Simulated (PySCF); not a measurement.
## Working out the ionisation energy of S

S [Ne] 3s2 3p4 (3P) → S⁺ [Ne] 3s2 3p3 (4S). Calculation: PySCF 2.14, in aug-cc-pwCVDZ (6s5p3d, 36 functions); the non-relativistic Hamiltonian (point nucleus). Frozen: 1s2. Energies in hartree (1 hartree = 27.21139 eV):

```json
{"part": "UHF", "S (lower)": "-397.499208", "S⁺ (upper)": "-397.160287"}
{"part": "CCSD correlation", "S (lower)": "-0.259063", "S⁺ (upper)": "-0.237499"}
{"part": "(T)", "S (lower)": "-0.003511", "S⁺ (upper)": "-0.002546"}
```

Q: What does Hartree-Fock give?

A: (-397.160287) − (-397.499208) = 0.338921 hartree = 9.223 eV.

Q: What do CCSD and CCSD(T) give?

A: The CCSD correlation energies differ by 0.021564 hartree = 0.587 eV and the triples by 0.000965 hartree = 0.026 eV, so CCSD gives 9.810 eV and CCSD(T) 9.836 eV.

Measured between the centres of the two terms (NIST): 10.336 eV, so CCSD(T) (valence and next inner shell) is off by -0.500 eV.

A double-zeta basis recovers only part of the correlation energy.

What remains against the reference includes basis incompleteness, the frozen core and higher excitations.
